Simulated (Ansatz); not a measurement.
**SiH₅O (doublet): from Hartree-Fock to the top rungs at distance Si1–H5 along a hydrogen transfer = 1.631 Å, cc-pVDZ**

How much of the correlation energy of SiH₅O (doublet) does each wave-function method recover here?

Method: cc-pVDZ, core rule «outside noble gas», up to 6 orbitals frozen; program: Ansatz 0.2.0, Gaussian basis.

The runs, in order: UHF; CCSD(T) on ROHF; CCSD(T) on UHF; BCCD(T) on ROHF; CISD; CCSDT(Q) on ROHF; CCSDT(Q) on UHF; CASSCF and MRCISD+Q, 3 electrons in 3 orbitals; CASSCF and NEVPT2, 3 electrons in 3 orbitals.

### Step 1. The system

The geometry derives from fragments relaxed apart (PBE0/def2-TZVP) and kept rigid, so it is no stationary point. A hydrogen atom is moved between rigid fragments.

7 atoms, charge 0, spin multiplicity 2.

Atoms are counted from 1 here; the program's logs count them from 0.

Bond lengths: Si1–H2 1.485 Å, Si1–H3 1.485 Å, Si1–H4 1.485 Å, Si1–H5 1.631 Å, H5–O6 1.186 Å, O6–H7 0.973 Å. Angles: H2–Si1–H3 109.5°, H2–Si1–H4 109.5°, H2–Si1–H5 109.5°, H3–Si1–H4 109.5°, H3–Si1–H5 109.5°, H4–Si1–H5 109.5°, Si1–H5–O6 180.0°, H5–O6–H7 105.0°.

Coordinates:

```
Si   -0.98344    0.01929    0.00000
H    -1.47831    1.41899    0.00000
H    -1.47831   -0.68057    1.21218
H    -1.47831   -0.68057   -1.21218
H     0.64756    0.01929    0.00000
O     1.83356    0.01929    0.00000
H     2.08542   -0.92066    0.00000
```

### Step 2. UHF

File in.yaml:

```yaml
crystal:
  periodic: [false, false, false]
  atoms:
    - {symbol: Si, position_ang: [-0.983440, 0.019286, 0.000000]}
    - {symbol: H, position_ang: [-1.478312, 1.418994, 0.000000]}
    - {symbol: H, position_ang: [-1.478311, -0.680568, 1.212183]}
    - {symbol: H, position_ang: [-1.478312, -0.680568, -1.212182]}
    - {symbol: H, position_ang: [0.647560, 0.019286, 0.000000]}
    - {symbol: O, position_ang: [1.833560, 0.019286, -0.000001]}
    - {symbol: H, position_ang: [2.085419, -0.920664, -0.000001]}
basis:
  gaussian: {orbitals: cc-pVDZ}
magnetization: {spin_polarized: true, initial_magnetization: 1}
hamiltonian: {xc: hf}
output: {orbitals: {seedname: orbitals}}
```

Started as:

```sh
> ansatz run in.yaml --threads 1 --pin off --events-out ev --progress --plain --max-ram 2816MiB --backend cpu
```

After this run come: CCSD(T) on ROHF; CCSD(T) on UHF; BCCD(T) on ROHF; CISD; CCSDT(Q) on ROHF; CCSDT(Q) on UHF; CASSCF and MRCISD+Q, 3 electrons in 3 orbitals; CASSCF and NEVPT2, 3 electrons in 3 orbitals.

**Question.** What will the summary of the whole plan be? Wanted: UCCSDT(Q) below the RHF energy; RMP2 from UCCSDT(Q); UMP2 from UCCSDT(Q); RCCSD from UCCSDT(Q); RCCSD(T) from UCCSDT(Q); UCCSD(T) from UCCSDT(Q); RCCSDT(Q) from UCCSDT(Q); NEVPT2 pair from UCCSDT(Q); MRCISD+Q pair from UCCSDT(Q).

**Answer**, as computed:

| quantity | value |
| --- | --- |
| UCCSDT(Q) below the RHF energy | -9.8785 eV |
| RMP2 from UCCSDT(Q) | +1158.0 meV |
| UMP2 from UCCSDT(Q) | +1330.0 meV |
| RCCSD from UCCSDT(Q) | +250.3 meV |
| RCCSD(T) from UCCSDT(Q) | +45.6 meV |
| UCCSD(T) from UCCSDT(Q) | +47.0 meV |
| RCCSDT(Q) from UCCSDT(Q) | +0.3 meV |
| NEVPT2 pair from UCCSDT(Q) | +1237.4 meV |
| MRCISD+Q pair from UCCSDT(Q) | +156.8 meV |
| levels within 1 kcal/mol (43 meV) | RCCSDT, UCCSDT, RCCSDT(Q) |
| T1 diagnostic | 0.018 |

What this shows: RCCSD(T) misses by +45.6 meV, 0.5 % of the correlation energy. Of the multireference levels listed MRCISD+Q pair comes nearest in total energy (+156.8 meV), which doesn't show that its space is the better one. These misses are within one basis, not against nature; the frozen cores of restricted and unrestricted runs differ, which can shift their rows.
